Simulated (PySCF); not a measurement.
# How the method moves the HOMO and LUMO of phosphorus pentafluoride

Species: phosphorus pentafluoride, PF₅.
Structure used (PBE0-D3(BJ)/def2-SVP), in Å, numbered top down from 1:
```xyz
6
PF5 angstrom
F      1.562    0.222   -0.208
P     -0.001    0.017    0.020
F     -0.228    1.561   -0.125
F      0.288   -0.600    1.433
F     -0.061   -0.900   -1.251
F     -1.563   -0.195    0.248
```

Basis pcSseg-2 throughout (PySCF), one geometry. Geometry: PBE0-D3(BJ)/def2-SVP; no solvent, vibrations or thermal averaging.

Q: How do the orbital energies and the gap change with the method?

A: 
```tsv
method	kind	HOMO (eV)	LUMO (eV)	gap (eV)	SCF cycles
OPBE	GGA	-9.96	-1.05	8.91	14
BLYP	GGA	-9.98	-1.31	8.67	13
PBE	GGA	-10.03	-1.34	8.69	14
BP86	GGA	-10.15	-1.41	8.74	13
LDA	LDA	-10.31	-1.70	8.60	13
HF	Hartree–Fock	-18.11	4.43	22.54	9
```

The HOMO spans 8.15 eV, from OPBE down to HF, and the gap runs from 8.60 eV (LDA) to 22.54 eV (HF). The dipole is below 0.03 D at every level.
